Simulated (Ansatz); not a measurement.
System: C3H7, net charge -1, singlet state. It need not be the lowest isomer of its formula. Whether it binds its extra electron was not tested at this geometry. 
Geometry from a B3LYP-D3(BJ)/def2-TZVP (Ansatz, a first-principles code) optimisation:
```xyz
10

C     -0.1064     0.0001     0.6583
C     -0.0125     1.2354    -0.2087
C     -0.0131    -1.2355    -0.2083
H      0.7514     0.0000     1.3550
H      0.0682     2.1557     0.3866
H      0.0672    -2.1556     0.3873
H      0.8562     1.2605    -0.9407
H     -0.9028     1.3603    -0.8480
H     -0.9035    -1.3602    -0.8476
H      0.8556    -1.2612    -0.9403
```
Charge -1, spin multiplicity 1.

Basis-set convergence of Hartree-Fock and CCSD(T) correlation energies (hartree) with Ansatz. Correlated levels leave the core frozen unless marked. Spin-orbit coupling is left out. No relativistic terms. This anion needs diffuse functions, which these sets lack.

| basis | functions | E(HF) | E(corr, CCSD(T)) | rough core time |
|---|---|---|---|---|
| cc-pVDZ | - | -117.56113 | -0.51502 | under 20 s |
| cc-pVTZ | 188 | [?] | [?] | 30 s |

Some entries are withheld; supply them.


- cc-pVTZ, E(HF): -117.60146
- cc-pVTZ, E(corr, CCSD(T)): -0.61842
